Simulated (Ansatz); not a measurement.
How far each method lies from full CI for B–CH2, quartet

Geometry: a PBE0/def2-TZVP stationary point for this spin, not checked as a minimum.

```xyz
4

B     0.0000    0.0000    0.8988
C     0.0000    0.0000   -0.6066
H     0.0000   -0.9127   -1.2064
H     0.0000    0.9127   -1.2064
```

Basis 6-31G; Ansatz 0.2.0. Only valence electrons are correlated (noble-gas cores frozen), which leaves 9 electrons in 20 orbitals. R marks a restricted (for open shells ROHF) determinant, U an unrestricted one. Active spaces: valence = (9e, 10o) chosen from the atoms' valence shells; pair = (5e, 5o) about the gap.

Full CI is exact within this basis and frozen core; it isn't the basis-set limit. The frozen core follows each run's orbitals, which can shift R against U totals by a few meV.

For open shells CISD is restricted-active-space CI with the open shells as a complete middle space.

The UHF ⟨S²⟩ is 3.753. The T1 diagnostic (RCCSD) is 0.0162. The largest doubles amplitude (RCCSD) is 0.037. The T1 diagnostic (UCCSD) is 0.0155.

| level | E − E(full CI) (kJ/mol) | share of correlation (%) | wall time |
| --- | --- | --- | --- |
| RHF | 304.5 | 0.00 | – |
| UHF | 301.2 | 1.08 | – |
| RMP2 | 63.4 | 79.17 | – |
| UMP2 | 63.3 | 79.22 | – |
| CISD | 17.8 | 94.14 | 0.87 s |
| RCCSD | 7.2 | 97.64 | – |
| UCCSD | 7.2 | 97.65 | – |
| RCCSD(T) | 1.6 | 99.46 | 0.51 s |
| UCCSD(T) | 1.6 | 99.48 | 0.45 s |
| BCCD(T) | 1.7 | 99.44 | 0.63 s |
| RCCSDT | 0.4 | 99.87 | – |
| UCCSDT | 0.3 | 99.89 | – |
| RCCSDT(Q) | 0.0 | 99.99 | 3.5 s |
| UCCSDT(Q) | 0.0 | 100.01 | 3.1 s |
| CASSCF (valence space) | 101.7 | 66.62 | – |
| NEVPT2 (valence space) | 26.4 | 91.32 | 3.2 s |
| NEVPT4(SD) (valence space) | 4.2 | 98.63 | 5.5 s |
| MRCISD (valence space) | 3.2 | 98.94 | – |
| MRCISD+Q (valence space) | 1.2 | 99.59 | 6 s |

The correlation energy at full CI, counted from RHF, is -3.156 eV. That run took 2.2 min on 1 thread of Arm Neoverse V1, shared host over 11,075,136 determinants.

Run but not shown, since their state, orbitals or frozen core can't be matched to the reference's or they repeat it: CASSCF (pair space), MRCISD (pair space), MRCISD+Q (pair space).

Times hold each run's SCF and search for its determinant on a shared host, so for small cases they say little of a method's own cost; they ran on 1 thread of Arm Neoverse V1.

The full-CI state has the irrep A2 of C2v, in the program's axes.

Natural occupations of full CI about the gap: 1.975 1.967 1.962 0.995 0.994 0.987 0.024 0.024 0.021 0.020; effectively unpaired electrons, Σ n²(2−n)², 3.02.
